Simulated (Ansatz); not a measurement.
`CSC`: measurement beside calculation (Ansatz, PBE0-D4/def2-TZVP geometry).

```xyz
9

C     1.109    0.665    0.451
S     0.212   -0.853    0.788
C    -1.102   -0.694   -0.424
H     1.486    0.683   -0.573
H     1.957    0.698    1.137
H     0.482    1.542    0.627
H    -0.701   -0.662   -1.440
H    -1.739   -1.574   -0.327
H    -1.705    0.197   -0.239
```

Enthalpy of formation at 298 K: -8.9 kcal/mol (zero for an element's reference state; older measured values of the G2 set, as listed by Staroverov and co-workers, J. Chem. Phys. 119, 12129, 2003). With their computed zero-point and thermal terms and the atoms' enthalpies of Curtiss and co-workers (1997) it gives an electronic atomization energy of 767.1 kcal/mol.

```csv
level,atomization (kcal/mol),error,error per bond
LDA (SPW92),869.8,102.7,12.8
PBE-D4,780.4,13.3,1.7
revPBE-D4,765.5,-1.6,-0.2
BLYP-D4,764.3,-2.7,-0.3
r2SCAN-D4,770.0,3.0,0.4
B97M-V,771.5,4.5,0.6
PBE0-D4,771.6,4.5,0.6
B3LYP-D4,768.7,1.7,0.2
r2SCANh-D4,767.1,0.0,0.0
r2SCAN0-D4,763.0,-4.1,-0.5
HSE06-D4,772.1,5.0,0.6
BHLYP-D4,751.5,-15.6,-1.9
CAM-B3LYP-D4,770.0,2.9,0.4
ωB97X-V,770.4,3.4,0.4
ωB97M-V,771.7,4.7,0.6
B2PLYP,760.2,-6.9,-0.9
PBE-QIDH,765.3,-1.8,-0.2
PBE,777.2,10.1,1.3
revPBE,754.2,-12.8,-1.6
BLYP,757.0,-10.1,-1.3
r2SCAN,769.3,2.2,0.3
PBE0,768.9,1.8,0.2
B3LYP,763.5,-3.5,-0.4
r2SCANh,766.3,-0.8,-0.1
r2SCAN0,762.1,-5.0,-0.6
HSE06,769.6,2.6,0.3
BHLYP,747.8,-19.3,-2.4
CAM-B3LYP,767.3,0.3,0.0
LC-ωPBE,763.5,-3.5,-0.4
HF/def2-TZVPP,573.0,-194.0,-24.3
MP2/def2-TZVPP,754.5,-12.5,-1.6
SCS-MP2/def2-TZVPP,755.2,-11.8,-1.5
CCSD/def2-TZVPP,741.1,-26.0,-3.2
CCSD(T)/def2-TZVPP,750.3,-16.8,-2.1
HF/def2-QZVPP,573.8,-193.3,-24.2
MP2/def2-QZVPP,765.3,-1.8,-0.2
SCS-MP2/def2-QZVPP,767.2,0.2,0.0
HF/CBS(def2),573.9,-193.1,-24.1
MP2/CBS(def2),772.8,5.7,0.7
CCSD/CBS(def2),759.3,-7.7,-1.0
CCSD(T)/CBS(def2),768.6,1.5,0.2
```

Functionals use def2-TZVPP; B3LYP here is the variant with VWN-RPA as its local correlation; programs differ in this. The calculations leave out spin–orbit coupling, scalar relativity and, for the correlated methods, core correlation; together these are worth up to about 1 kcal/mol a heavy atom. HSE06 is defined as in plane-wave codes. CBS adds triple-zeta CCSD(T) − MP2 to the MP2 limit. T1 = 0.010.
